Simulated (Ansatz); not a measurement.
Geometry optimisation, RKS r2SCAN/def2-SVP in Ansatz.

The input (input.yaml):

```yaml
crystal:
  periodic: [false, false, false]
  atoms:
    - { symbol: B, position_ang: [-0.074328, -0.563385, -0.251613] }
    - { symbol: H, position_ang: [0.201358, 0.567306, 1.834086] }
    - { symbol: H, position_ang: [0.913955, 0.062546, -0.580862] }
    - { symbol: C, position_ang: [-1.475104, 0.013946, -0.63601] }
    - { symbol: H, position_ang: [-2.344253, -0.416184, -0.112806] }
    - { symbol: H, position_ang: [-1.538631, 1.114241, -0.635476] }
    - { symbol: H, position_ang: [-1.575325, -0.283173, -1.704303] }
    - { symbol: Si, position_ang: [0.160201, -2.387632, 0.466183] }
    - { symbol: H, position_ang: [0.090054, -3.352871, -0.692428] }
    - { symbol: H, position_ang: [1.473654, -2.623726, 1.157713] }
    - { symbol: H, position_ang: [-0.933709, -2.778887, 1.424657] }
    - { symbol: H, position_ang: [0.103228, -0.14198, 1.899959] }
basis:
  gaussian: { orbitals: def2-SVP }
hamiltonian:
  xc: r2scan
relax:
  f_tol: 0.03
  max_steps: 50
output:
  orbitals: {}
```

Command:

```bash
$ ansatz run input.yaml --threads 2 --pin off --max-ram 3072MiB --backend cpu --events-out ev --progress --plain --runs-dir out
```

Question: Where does it end, and by what steps?

Answer: The run converged. The force dipped under the threshold on the way, but the program's further checks kept it going. After 34 steps the energy has fallen by 0.758 eV; H12 moved furthest, 1.34 Å. Parted: H2–H12 (0.72 → 1.87 Å). Joined: B1–H2 (2.39 → 1.21 Å), B1–H12 (2.20 → 1.32 Å), Si8–H12 (2.66 → 1.64 Å).

```json
{"step": "0", "energy less start (eV)": "0.0000", "largest force component (eV/Å)": "1.765", "accepted": "yes"}
{"step": "2", "energy less start (eV)": "-0.0733", "largest force component (eV/Å)": "0.300", "accepted": "yes"}
{"step": "4", "energy less start (eV)": "-0.0761", "largest force component (eV/Å)": "0.019", "accepted": "yes"}
{"step": "6", "energy less start (eV)": "-0.0618", "largest force component (eV/Å)": "0.707", "accepted": "no"}
{"step": "8", "energy less start (eV)": "-0.0785", "largest force component (eV/Å)": "0.140", "accepted": "yes"}
{"step": "10", "energy less start (eV)": "-0.0798", "largest force component (eV/Å)": "0.045", "accepted": "yes"}
{"step": "12", "energy less start (eV)": "-0.1482", "largest force component (eV/Å)": "0.418", "accepted": "yes"}
{"step": "14", "energy less start (eV)": "-0.2697", "largest force component (eV/Å)": "0.834", "accepted": "yes"}
{"step": "16", "energy less start (eV)": "-0.3236", "largest force component (eV/Å)": "0.151", "accepted": "yes"}
{"step": "18", "energy less start (eV)": "-0.3336", "largest force component (eV/Å)": "0.123", "accepted": "yes"}
{"step": "20", "energy less start (eV)": "-0.3378", "largest force component (eV/Å)": "0.072", "accepted": "yes"}
{"step": "22", "energy less start (eV)": "-0.3411", "largest force component (eV/Å)": "0.106", "accepted": "yes"}
{"step": "24", "energy less start (eV)": "-0.4070", "largest force component (eV/Å)": "0.464", "accepted": "yes"}
{"step": "26", "energy less start (eV)": "-0.5357", "largest force component (eV/Å)": "1.206", "accepted": "yes"}
{"step": "28", "energy less start (eV)": "-0.7304", "largest force component (eV/Å)": "0.174", "accepted": "yes"}
{"step": "30", "energy less start (eV)": "-0.7408", "largest force component (eV/Å)": "0.216", "accepted": "yes"}
{"step": "32", "energy less start (eV)": "-0.7533", "largest force component (eV/Å)": "0.127", "accepted": "yes"}
{"step": "34", "energy less start (eV)": "-0.7580", "largest force component (eV/Å)": "0.022", "accepted": "yes"}
```

```xyz
12
Properties=species:S:1:pos:R:3
B -0.222 -0.168 0.410
H 0.184 0.607 1.252
H 0.787 -0.581 -0.188
C -1.462 0.185 -0.535
H -2.358 0.470 0.039
H -1.200 1.052 -1.164
H -1.751 -0.629 -1.220
Si 0.296 -2.295 0.594
H 0.127 -2.748 -0.813
H 1.695 -2.330 1.093
H -0.492 -3.261 1.435
H -0.602 -1.093 1.266
```

Run time: 71 s on 2 threads of Arm Neoverse V2 (shared host), peak memory 0.14 GiB.
